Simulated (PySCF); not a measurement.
## Löwdin shares of the frontier orbitals

Compound: F₂.
Cartesian coordinates in Å at the GFN2-xTB level; atoms count from 1:
```
atom  x, y, z in Å
F1     0.703   -0.003   -0.003
F2    -0.700    0.004   -0.011
```

Level of theory: TDDFT CAM-B3LYP/def2-SVPD, vertical, gas phase, core orbitals frozen in the response in PySCF.

Kohn–Sham orbitals with the atoms that hold most of them (Löwdin shares over 4%, at most four atoms):

| orbital | ε (eV) | atoms |
| --- | --- | --- |
| HOMO-3 | -17.26 | F1 50%, F2 50% |
| HOMO-2 | -17.26 | F1 50%, F2 50% |
| HOMO-1 | -13.63 | F2 50%, F1 50% |
| HOMO | -13.63 | F2 50%, F1 50% |
| LUMO | -2.90 | F2 50%, F1 50% |
| LUMO+1 | 3.39 | F2 50%, F1 50% |
| LUMO+2 | 3.65 | F1 50%, F2 50% |

Within 0.005 eV of a neighbour in this list lie HOMO-3/HOMO-2 and HOMO-1/HOMO (point group found: D∞h).

(1) How does S1 compare with the orbital gap of 10.73 eV?

Results:

(1) S1 is at 4.46 eV (f = 0.0001), 6.26 eV below the gap, made of HOMO-1/HOMO→LUMO (99%). S1/S2 lie within about 0.01 eV of each other. Without the coupling terms of the response equations the lowest excitation would equal the gap.

Next come S2 at 4.46 eV (f 0.0001), HOMO-1/HOMO→LUMO (99%); S3 at 8.10 eV (f 0.0000), HOMO-3/HOMO-2→LUMO (≥96%); S4 at 8.10 eV (f 0.0000), HOMO-3/HOMO-2→LUMO (≥96%); S5 at 12.98 eV (f 0.0000), HOMO-1/HOMO→LUMO+2 (≥96%).

Orbitals of the list HOMO-3 to LUMO+2 that lie within 0.01 eV of each other are written together with a slash and their weights summed (≥ marks a lower bound); for degenerate orbitals outside that list single weights are arbitrary.

Löwdin shares depend on the basis, the more so with diffuse functions.
